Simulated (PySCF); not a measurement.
Species: PS4 (charge -3).
Z-matrix (Å and degrees, PBE0-D3(BJ)/def2-SVP geometry), rows numbered from 1:
```
S 
P   1  2.1023
S   2  2.1024  1  109.42
S   2  2.1020  1  109.42  3   120.11
S   2  2.1023  1  109.59  3  -119.84
```

Method: PySCF, PBE0-D3(BJ)/def2-SVP geometry optimisation, gas phase.

Take the most abundant isotopes and a rigid rotor. 

(1) Give the principal moments of inertia and the rotational constants in MHz.

(2) Classify the top.

## Answers

(1) Ia = 376.30, Ib = 376.69, Ic = 377.42 u·Å²; 505379 MHz·u·Å²/I gives A = 1343, B = 1342, C = 1339 MHz.

(2) A spherical top, as the point group Td requires three equal moments; the computed ones differ by 0.30 % because the geometry is symmetric only within the optimiser's tolerance.

The point group Td allows no dipole (computed: 0.01 D (about the centre of mass, as the species is charged)), so a rigid rotor has no electric-dipole lines.

No PBE0-D3(BJ)/def2-SVP frequencies stand behind this structure, so it isn't proved a minimum. Whether so highly charged an anion holds all its electrons in the gas phase wasn't checked; a finite basis holds them in any case. The ion is multiply charged and computed without counter-ions or solvent. The geometry's basis has no diffuse functions, a weakness for an anion. No vibrational averaging or centrifugal distortion is included, and the geometry carries the error of its method.

On an Arm Neoverse V1 with one thread, no GPU, shared host with 32 logical CPUs at a one-minute load of 26, this took 9.9 s of wall time and 0.38 GiB of memory at its peak. This is the geometry optimisation.
